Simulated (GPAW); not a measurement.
**PBE-D3(0)/dzp (scalar-relativistic datasets, max step 0.04) run of AlH3Cl− (SMILES [AlH3-][Cl])**

Aim: a geometry optimisation of AlH3Cl−. 

Program for the calculation: GPAW 26.7.0.

3 further runs of the same task are left out: 3 set aside as unsound or not needed.

## Step 1: The system as given

AlH3Cl− has 5 atoms, charge -1, and is taken as a singlet. SMILES: `[AlH3-][Cl]`. All atoms were displaced at random from a relaxed shape. The run starts from this shape.

Bond lengths: Al1–Cl2 2.067 Å, Al1–H3 1.633 Å, Al1–H4 1.654 Å, Al1–H5 1.632 Å. Angles: Cl2–Al1–H3 108.3°, Cl2–Al1–H4 107.9°, Cl2–Al1–H5 106.4°, H3–Al1–H4 110.1°, H3–Al1–H5 112.7°, H4–Al1–H5 111.2°.

## Step 2: A geometry optimisation at PBE-D3(0)/dzp (scalar-relativistic datasets, max step 0.04)

The input, mol.xyz:

```xyz
5

Al     0.065873     0.006777    -0.023864
Cl    -1.553857     0.008122     1.260487
H      0.187245     1.488378    -0.698986
H     -0.213044    -1.130004    -1.192596
H      1.368868    -0.381455     0.879632
```

The input, mol.py:

```python
from ase.calculators.mixing import SumCalculator
from ase.io import read, write
from ase.optimize import LBFGS
from dftd3.ase import DFTD3
from gpaw import GPAW
from gpaw.utilities.adjust_cell import adjust_cell

# Atomic positions
mol = read('mol.xyz')
adjust_cell(mol, 5.0, h=0.16)

# Calculator
calculator = GPAW(mode='lcao',
                  symmetry='off',
                  h=0.16,
                  maxiter=100,
                  charge=-1,
                  xc='PBE',
                  basis='dzp',
                  txt='-')
mol.calc = SumCalculator([DFTD3(method='PBE', damping='d3zero'), calculator])

opt = LBFGS(mol, trajectory='mol.traj', maxstep=0.04)
converged = opt.run(fmax=0.01, steps=60)
print('Converged:', converged)
print(f'Final energy            {mol.get_potential_energy():.5f} eV')
print(f'r(H3-Al0) = {mol.get_distance(3, 0):.4f} Ang')
print(f'r(H2-Al0): {mol.get_distance(2, 0):.4f} Ang')
write('relaxed.xyz', mol)
```

On the command line:

```bash
python3 mol.py
```

Standard output:

```text
[...]
Number of symmetries: 1
[...]
  Number of IBZ points: 1
[...]
basis functions: 41
Spin-components: 1 (collinear spins)
Bands:           11
[...]
  Valence electrons: 13.0
[...]
  Grid points: [84 80 80]
  Charge: -1.0  # |e|
[...]
    cutoffs:
[...]
occupation numbers:
  # Zero width
[...]
xc functional:
  name: PBE with 2 nearest neighbor stencil
[...]
|iter     |     time |      energy | eigst |  dens |
[...]
|iter:   1| 00:00:43 |  -17.745391 |      c|       |
[...]
Converged in 8 steps
[...]
dipole moment: (-6.596419, -6.206325, -6.550899)  # |e|*Ang
Fermi level: 2.421
[...]
Converged in 7 steps
[...]
Converged in 2 steps
[...]
Converged in 5 steps
[...]
Converged in 5 steps
[...]
|iter:   4| 00:12:03 |  -17.578972c|      c| -4.52c|
Converged in 4 steps
[...]
Energy contributions relative to reference atoms: (reference = -19195.843147)
Energy contributions:
  Kinetic:          22.900449
  Coulomb:         -18.821505
  Zero:              0.021540
  External:          0.000000
  Xc:              -21.679456
  Entropy:           0.000000
  Spinorbit:         0.000000
  ----------------------------
  Free energy:     -17.578972
  Extrapolated:    -17.578972
dipole moment: (-6.454763, -6.216762, -6.673755)  # |e|*Ang
Fermi level: 2.109
Eigenvalues  # (at kpt = [0.000, 0.000, 0.000])
| band index |      eig [eV] | occ [0-2] |
|------------|---------------|-----------|
|          0 |       -13.704 |     2.000 |
|          1 |        -4.645 |     2.000 |
|          2 |        -2.336 |     2.000 |
|          3 |        -1.993 |     2.000 |
|          4 |        -1.990 |     2.000 |
|          5 |        -0.917 |     2.000 |
|          6 |        -0.914 |     2.000 |
|          7 |         5.132 |     0.000 |
|          8 |         6.678 |     0.000 |
|          9 |         6.689 |     0.000 |
|         10 |         7.362 |     0.000 |
Gap: 6.046 eV
Transition (v -> c):
[...]
Forces  # eV/Ang
|        x |        y |        z |
|----------|----------|----------|
|  0.00021 | -0.00083 |  0.00457 |  # Al   0
| -0.00760 |  0.00383 |  0.00758 |  # Cl   1
| -0.00039 | -0.00099 | -0.00268 |  # H    2
| -0.00126 |  0.00082 | -0.00541 |  # H    3
|  0.00534 | -0.00462 |  0.00264 |  # H    4
Force computation time: 0.931  # s
LBFGS:   29 hh:mm:ss      -17.605413        0.004733
Converged: True
Final energy            -17.60541 eV
r(H3-Al0) = 1.6396 Ang
r(H2-Al0): 1.6392 Ang
```

It took 12 min on 1 thread of Intel Xeon at 2.50GHz (Skylake/Cascade Lake), shared host; peak memory 1.3 GiB.

The path in brief:

| step | energy from the first frame kept (eV) | largest force (eV/Å) |
| --- | --- | --- |
| 0 | 0.0000 | 2.7935 |
| 2 | -0.2058 | 0.7266 |
| 4 | -0.2306 | 0.3722 |
| 6 | -0.2408 | 0.1936 |
| 8 | -0.2439 | 0.0936 |
| 10 | -0.2456 | 0.0523 |
| 12 | -0.2458 | 0.0158 |
| 14 | -0.2459 | 0.0222 |
| 16 | -0.2460 | 0.0327 |
| 18 | -0.2461 | 0.0144 |
| 20 | -0.2461 | 0.0308 |
| 22 | -0.2461 | 0.0111 |
| 24 | -0.2461 | 0.0327 |
| 26 | -0.2462 | 0.0153 |
| 28 | -0.2462 | 0.0175 |
| 29 | -0.2462 | 0.0047 |

After the run. Bond lengths: Al1–Cl2 2.266 Å, Al1–H3 1.639 Å, Al1–H4 1.640 Å, Al1–H5 1.640 Å. Angles: Cl2–Al1–H3 108.0°, Cl2–Al1–H4 107.9°, Cl2–Al1–H5 108.1°, H3–Al1–H4 111.1°, H3–Al1–H5 110.8°, H4–Al1–H5 110.9°.

## Step 3: Results

At PBE-D3(0)/dzp (scalar-relativistic datasets, max step 0.04):

| quantity | value |
| --- | --- |
| energy as printed (from the program's reference atoms) | -17.6054 eV |
| HOMO energy | -0.91 eV |
| LUMO energy | 5.13 eV |
| HOMO–LUMO gap (to an unbound level, set by the basis) | 6.05 eV |
| dispersion energy | -2.55 kJ/mol |

In words: At the final geometry: Bond lengths: Al1–Cl2 2.266 Å, Al1–H3 1.639 Å, Al1–H4 1.640 Å, Al1–H5 1.640 Å. Angles: Cl2–Al1–H3 108.0°, Cl2–Al1–H4 107.9°, Cl2–Al1–H5 108.1°, H3–Al1–H4 111.1°, H3–Al1–H5 110.8°, H4–Al1–H5 110.9°. The optimisation took 29 steps and changed the energy by -0.246 eV.
